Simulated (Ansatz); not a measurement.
# What a trial cell of TlV relaxes into

Method: DFT PBE, scalar-relativistic, plane waves, PAW (Ansatz). Cutoff 420 eV, Γ-centred k mesh, Gaussian smearing, no spin polarisation in the final step.

TlV was placed on the litharge structure type (P4/nmm, No. 129), with Tl in place of Pb, V in place of O, at a guessed volume.

```
V Tl
1.0
     4.10636    0.00000    0.00000
     0.00000    4.10636    0.00000
     0.00000    0.00000    5.18874
V Tl
2 2
Direct
  0.00000 0.00000 0.00000
  0.50000 0.50000 0.00000
  0.00000 0.50000 0.23510
  0.50000 0.00000 0.76490
```

Cell and atoms relax at zero pressure; the relaxation can't lower the symmetry of the start. After a coarse first stage the cell is made exact in the group found at 0.06 Å.

The zero of energy is the elements' standard structures at the same level; no fitted shifts are applied.

Question: What does it relax into?

Answer: It ends in P4/mmm (No. 123). The result has the CuAu (L1_0) structure. Conventional cell: a = 2.962 Å, c = 4.221 Å. Around V lie 4 V at 2.96 Å and 8 Tl at 2.97 Å; Tl has 4 Tl at 2.96 Å and 8 V at 2.97 Å.

Space group P4/mmm (No. 123). a = 2.962 Å, b = 2.962 Å, c = 4.221 Å, α = 90.00°, β = 90.00°, γ = 90.00°
```json
{"atom": "V", "site": "1a", "symmetry": "4/mmm", "x": "0.0000", "y": "0.0000", "z": "0.0000"}
{"atom": "Tl", "site": "1d", "symmetry": "4/mmm", "x": "0.5000", "y": "0.5000", "z": "0.5000"}
```

Question: What are its volume, energy, density and gap?

Answer: The volume per atom is 18.51 Å³, the density is 11.45 g/cm³ and the energy over the elements is 0.68 eV/atom. The gap on the 18×18×14 mesh is 0 eV (a metal).

The final run used a 18×18×14 mesh on its 2-atom cell and 0.10 eV smearing. The k mesh leaves about 4 meV/atom of noise in metals. Spin–orbit coupling is left out. Symmetry constrained the relaxation, so the result can be a saddle point.

Cost: 3 runs of about 1.6 core-minutes in all, on Intel Xeon 6975P-C (Granite Rapids) (shared hosts).